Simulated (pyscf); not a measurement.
This saddle point was located with ωB97X-D3(BJ)/def2-SVP in PySCF.

```
Si
H 1 1.4866
H 1 1.4880 2 113.45
H 1 1.8444 2 101.48 3 113.53
P 4 1.6834 1 116.27 2 123.60
H 5 1.4158 4 82.02 1 76.56
H 5 1.4757 6 90.11 4 -130.47
P 1 2.1460 2 117.41 3 -146.84
H 8 1.4278 1 91.41 2 160.85
```

Surface: singlet, charge 0. Lowest wavenumbers (cm⁻¹): 1379i, 144, 239, 270, 474.

Q: Name the species on either side of this saddle.

A: H₂Si=PH (SMILES [SiH2]=P) + PH₃ (SMILES P) <-> H₃Si–PH–PH₂ (SMILES [SiH3]PP), an addition across a multiple bond or ene-type step read from left to right: H–P broken and P–P, H–Si formed. At CCSD(T)/def2-TZVPP + ΔMP2(QZVPP) it lies +126.9 kJ/mol from the left side and +271.1 kJ/mol from the right (each side as separated species at their lowest minima found). The reactants may also form a dative adduct at H₂Si=PH; it and routes through it were not searched. This is the saddle that the search found; another between the same sides may lie lower. The CCSD(T) − MP2 part came from Ansatz, without density fitting, on the same reference.
